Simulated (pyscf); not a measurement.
A first-order saddle from PySCF, ωB97X-D3(BJ)/def2-SVP:

```xyz
7

Se     0.9464     0.9692     0.1092
H     -1.0572     0.7181     0.3005
H      0.1542     2.2015     0.3575
Al    -1.0222    -0.8954     0.0846
H      0.6703    -0.7423    -0.0806
H     -1.1817    -1.6557     1.4611
H     -1.4953    -1.2855    -1.3721
```
Charge 0, spin multiplicity 1.

Surface: singlet, charge 0. Lowest wavenumbers (cm⁻¹): 1053i, 100, 323, 375, 444.

What reaction is this the transition state of?

H₂Se + AlH₃ <-> H₂Se + AlH₃, a four-centre exchange read from left to right: H–Se, Al–H broken and H–Se, Al–H formed. At CCSD(T)/def2-TZVPP + ΔMP2(QZVPP) it lies +45.8 kcal/mol from the left side and +45.8 kcal/mol from the right (each side as separated species at their lowest minima found). On the reactant side the descent ends in an adduct with a Al–Se contact, 17.4 kcal/mol under the separated species and 59.7 kcal/mol under the saddle at ωB97X-D3(BJ)/def2-TZVP. On the product side the descent ends in an adduct with a Al–Se contact (not fully relaxed), 16.8 kcal/mol under the separated species and 59.1 kcal/mol under the saddle at ωB97X-D3(BJ)/def2-TZVP. At ωB97X-D3(BJ)/def2-TZVP the barrier from the zero used here is 42.3 kcal/mol. The same reactants have a lower exit, to H₂Al–SeH + H₂ (barrier +0.3 kcal/mol at ωB97M-D3(BJ)/def2-TZVP, against +44.9 kcal/mol here). One saddle was located; it need not be the lowest between these sides. The CCSD(T) − MP2 part came from Ansatz, without density fitting, on the same reference. The frozen core leaves the outer d or s,p core shells of the metals and heavy elements correlated in the MP2 and CC values, and def2-TZVPP describes them poorly, which can shift differences by a few kcal/mol. Elements up to Kr have no core potential and no relativistic terms here.
